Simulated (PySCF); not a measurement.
Bonds (- single, = double, # triple, : aromatic): C1-C2 1.533 Å, C2-S3 1.830 Å, S3-C4 1.830 Å, C4-C1 1.533 Å. C1 carries H5, H6; C2 carries H7, H8; C4 carries H9, H10.

PySCF 2.14.0 with density-fitted response routines calculation with coordinates at the PBE0-D3(BJ)/def2-TZVP level and NMR shieldings at PBE0/pcSseg-2/GIAO; no solvent, single conformer, no relativistic terms, equivalent nuclei averaged.

Shifts are taken against calculated references (same method and geometry level): $^{13}$C, $^{1}$H against TMS; $^{33}$S vs CS2.

| atoms | nucleus | count | δ (ppm) |
| --- | --- | --- | --- |
| S3 | $^{33}$S | 1 | ? |
| H7/H8/H9/H10 | $^{1}$H | 4 | 3.16 |
| H5/H6 | $^{1}$H | 2 | 2.85 |
| C2/C4 | $^{13}$C | 2 | 31.9 |
| C1 | $^{13}$C | 1 | ? |

Fill in the missing shifts.

Results:


- C1: 31.2 ppm, sp3 CH2 in a ring; saturated and bonded to C and H only
- S3: 39 ppm, sulfide sulfur

Shifts are as computed. Against solution values, carbons near 30 ppm lie about +3 ppm off and those near 130 ppm about +9 ppm; carbons on S a further +4 ppm. Of 1211 compounds with measured shifts, 218 miss one by over three times the rms of a fit or turn the order of signals round; such compounds aren't used in these exercises.
